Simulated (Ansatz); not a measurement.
# H₂N–C, quartet: reading a ladder of total energies

Geometry: a PBE0/def2-TZVP stationary point for this spin, not checked as a minimum. The doublet lies 3.7 eV lower here.

```yaml
atoms:
  - { symbol: N, position_ang: [0.0000, 0.0000, 0.5481] }
  - { symbol: C, position_ang: [0.0000, 0.0000, -0.8171] }
  - { symbol: H, position_ang: [0.0000, 0.8633, 1.0602] }
  - { symbol: H, position_ang: [0.0000, -0.8633, 1.0602] }
```

Basis cc-pVDZ; Ansatz 0.2.0. Only valence electrons are correlated (noble-gas cores frozen), which leaves 11 electrons in 36 orbitals. Prefix R: restricted or restricted open-shell reference; prefix U: unrestricted.

Full CI isn't at hand for all of this; UCCSDT(Q) serves as the reference, and is uncertain by about the last step of the cluster series.

Runs differ by some tens of microhartree through their thresholds and, for an open shell, their frozen cores, so steps under 0.03 kcal/mol mean nothing.

```csv
level,total energy (hartree)
UHF,-93.294875
UMP2,-93.519327
UCCSD,-93.541489
UCCSD(T),-93.547109
UCCSDT,-93.547631
UCCSDT(Q),-93.548103
```

Q: What is the correlation energy at UCCSDT(Q), and what share of it do UMP2 and UCCSD recover?

A: E(corr) = -93.548103 − (-93.294875) = -0.253228 hartree = -6.891 eV. UMP2: -0.224452 / -0.253228 = 88.64 %. UCCSD: -0.246614 / -0.253228 = 97.39 %.

Q: By how many kcal/mol does UCCSD(T) miss UCCSDT(Q) (1 hartree = 627.509 kcal/mol), and which steps make up the rest?

A: -93.547109 − (-93.548103) = 0.000994 hartree = 0.62 kcal/mol. Steps: UCCSDT − UCCSD(T) = -0.33, UCCSDT(Q) − UCCSDT = -0.30 kcal/mol. That is within 1 kcal/mol of the reference in this basis, which itself misses far more of the correlation at the basis-set limit.
